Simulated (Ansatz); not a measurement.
# Caesium, bcc under r²SCAN: how the Methfessel-Paxton smearing moves the result

A convergence test of the Methfessel-Paxton smearing width. The geometry was relaxed under r²SCAN beforehand and stays fixed; 7 values are run, from 0.01 to 1.0 eV. Wanted are the values from which on the energy stays within 10 and 1 meV/atom, and the pressure within 0.5 GPa, of the narrowest run. Within the series other settings stay, but some runs also write fields, which adds to their time. Spin polarisation is left out.

Program: Ansatz 0.2.0. Level of theory: DFT r²SCAN, plane waves with PAW, scalar-relativistic. These are calculated values, not measurements.

## (1) The system as given

The structure is cubic, space group Im-3m (No. 229). Conventional cell: a = 6.270 Å, b = 6.270 Å, c = 6.270 Å, α = 90.00°, β = 90.00°, γ = 90.00°.

Structure file:

```cif
data_structure
_symmetry_space_group_name_H-M 'P 1'
_symmetry_Int_Tables_number 1
_cell_length_a 5.4298
_cell_length_b 5.4298
_cell_length_c 5.4298
_cell_angle_alpha 109.471
_cell_angle_beta 109.471
_cell_angle_gamma 109.471
_cell_volume 123.23
loop_
_atom_site_label
_atom_site_type_symbol
_atom_site_fract_x
_atom_site_fract_y
_atom_site_fract_z
_atom_site_occupancy
Cs1 Cs 0.00000 0.00000 0.00000 1
```

## (2) Width 0.01 eV

The run at 0.01 eV.

The input, input.yaml:

```yaml
crystal:
  lattice:
    - [-3.1348857123, 3.1348857123, 3.1348857123]
    - [3.1348857123, -3.1348857123, 3.1348857123]
    - [3.1348857123, 3.1348857123, -3.1348857123]
  atoms:
    - { symbol: Cs, position: [0.0, 0.0, 0.0] }
hamiltonian:
  xc: r2scan
  pseudopotentials:
    kind: paw
    azcp:
      Cs: "pseudopotentials/Cs.paw.azcp"
basis:
  ecutwfc: 500
  fft_grid_basis: typed
kpoints:
  mp_grid: { grid: [7, 7, 7], shift: [0, 0, 0] }
magnetization:
  spin_polarized: false
scf:
  occupations: { method: methfessel_paxton, width: 0.01 }
  lower_state_search: "off"
output:
  stress: true
  write_density: true
  write_potential: true
  elf: true
  volumetric_format: npy
```

Launch:

```console
$ ansatz run input.yaml --threads 2 --pin off --max-ram 5120MiB --backend cpu --events-out ev --progress --plain --runs-dir out
```

## (3) Width 0.03 eV

The run at 0.03 eV.

Changes to input.yaml since step 2:

```diff
@@ -21,3 +21,3 @@
 scf:
-  occupations: { method: methfessel_paxton, width: 0.01 }
+  occupations: { method: methfessel_paxton, width: 0.03 }
   lower_state_search: "off"
@@ -25,5 +25 @@
   stress: true
-  write_density: true
-  write_potential: true
-  elf: true
-  volumetric_format: npy
```

## (4) Width 0.1 eV

The run at 0.1 eV.

Changes to input.yaml since step 3:

```diff
@@ -21,3 +21,3 @@
 scf:
-  occupations: { method: methfessel_paxton, width: 0.03 }
+  occupations: { method: methfessel_paxton, width: 0.1 }
   lower_state_search: "off"
@@ -25 +25,5 @@
   stress: true
+  write_density: true
+  write_potential: true
+  elf: true
+  volumetric_format: npy
```

## (5) Width 0.2 eV

The run at 0.2 eV.

Changes to input.yaml since step 4:

```diff
@@ -21,3 +21,3 @@
 scf:
-  occupations: { method: methfessel_paxton, width: 0.1 }
+  occupations: { method: methfessel_paxton, width: 0.2 }
   lower_state_search: "off"
@@ -25,5 +25 @@
   stress: true
-  write_density: true
-  write_potential: true
-  elf: true
-  volumetric_format: npy
```

## (6) Width 0.3 eV

The run at 0.3 eV.

Changes to input.yaml since step 5:

```diff
@@ -21,3 +21,3 @@
 scf:
-  occupations: { method: methfessel_paxton, width: 0.2 }
+  occupations: { method: methfessel_paxton, width: 0.3 }
   lower_state_search: "off"
```

## (7) Width 0.6 eV

The run at 0.6 eV.

Changes to input.yaml since step 6:

```diff
@@ -21,3 +21,3 @@
 scf:
-  occupations: { method: methfessel_paxton, width: 0.3 }
+  occupations: { method: methfessel_paxton, width: 0.6 }
   lower_state_search: "off"
```

## (8) Width 1.0 eV

The run at 1.0 eV.

Changes to input.yaml since step 7:

```diff
@@ -21,3 +21,3 @@
 scf:
-  occupations: { method: methfessel_paxton, width: 0.6 }
+  occupations: { method: methfessel_paxton, width: 1.0 }
   lower_state_search: "off"
```

(Steps that only read results are left out.)

**Question.** What will these runs give?

**Answer**, as computed:

```
                                           quantity                       value
       E(σ → 0) stays within 10 meV/atom of 0.01 eV                up to 1.0 eV
                   E(σ → 0) stays within 1 meV/atom                up to 0.1 eV
                      pressure stays within 0.5 GPa                up to 1.0 eV
                                pressure at 0.01 eV                    0.00 GPa
energy of a separate run on a finer mesh (12×12×12)  +1.9 meV/atom from 0.01 eV
```

What this shows: The far end, 1.0 eV, lies +7.3 meV/atom and 0.0 GPa from the yardstick. The free energy F moves by +11.5 meV/atom over the range, and the estimate for σ → 0 by +7.3. This scheme cancels the term in the square of the width, so F moves little up to 0.2 eV. The mesh (7×7×7) is fixed, so the narrowest widths carry a k-point error of their own. The yardstick itself is unsettled by 1.9 meV/atom against the finer mesh, so the thresholds above hold only within this series, and wider smearing, which averages over more states, can land nearer the fine-mesh value than the narrowest does. The cell taken over is 12 % larger than the measured one (110.45 Å³/atom, COD), which weighs on all values here.
